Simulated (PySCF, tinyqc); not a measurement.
CISD on RHF in the sto-6g basis, frozen core, for HF, spin multiplicity 1, step by step. The lowest restricted solution is unstable here: a spin-polarised one lies 0.0026 hartree lower (PySCF). One step of it, computed by the program tinyqc.

Task: Orthogonalisation. S = U s U^T; symmetric (Loewdin) form X = U s^(-1/2) U^T, so that X^T S X = 1.

overlap S, lower triangle:
```
           1F 1s     1F 2s    1F 2px    1F 2py    1F 2pz     2H 1s
1F 1s   1.000000
1F 2s   0.232479  1.000000
1F 2px  0.000000  0.000000  1.000000
1F 2py  0.000000  0.000000  0.000000  1.000000
1F 2pz  0.000000  0.000000  0.000000  0.000000  1.000000
2H 1s   0.023483  0.263622  0.000000  0.000000  0.228826  1.000000
```

Give: eigenvalues of S; X.

Result:

eigenvalues of S: 0.612  0.856  1.000  1.000  1.124  1.408

X, lower triangle:
```
         1F 1s   1F 2s  1F 2px  1F 2py  1F 2pz  2H 1s
1F 1s    1.022
1F 2s   -0.124   1.051
1F 2px   0.000   0.000   1.000
1F 2py   0.000   0.000   0.000   1.000
1F 2pz  -0.003   0.025   0.000   0.000   1.022
2H 1s    0.013  -0.146   0.000   0.000  -0.124  1.051
```
